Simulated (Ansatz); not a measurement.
```yaml
crystal:
  periodic: [true, true, true]
  atoms:
    - {symbol: Cl, position_ang: [-1.267916, 0.785682, -0.605301]}
    - {symbol: B, position_ang: [0.000007, 0.000016, 0.000002]}
    - {symbol: Cl, position_ang: [1.267909, -0.785698, 0.605289]}
basis:
  gaussian: {orbitals: "6-31G*"}
total_charge: 1
hamiltonian: {xc: {name: B2PLYP}}
accuracy: high
scf: {lower_state_search: full}
output: {forces: true}
```

```sh
$ ansatz run in.yaml --threads 2 --pin off --events-out ev --progress --plain --max-ram 32768MiB --backend cpu
```

Shortened log:

```
Error: YAML parse error: error: line 2 column 3: crystal: missing field `lattice` (a structure is typed as `lattice` and `atoms`, a molecule's as `atoms` in Å alone, or read from a run's directory, `checkpoint`)
 --> <input>:2:3
1 | crystal:
2 |   periodic: [true, true, true]
3 |   atoms:
4 |     - {symbol: Cl, position_ang: [-1.267916, 0.785682, -0.605301]}
```

(1) What is wrong with this run?

Answers

(1) The molecule is marked periodic without a cell. The program refused the input.
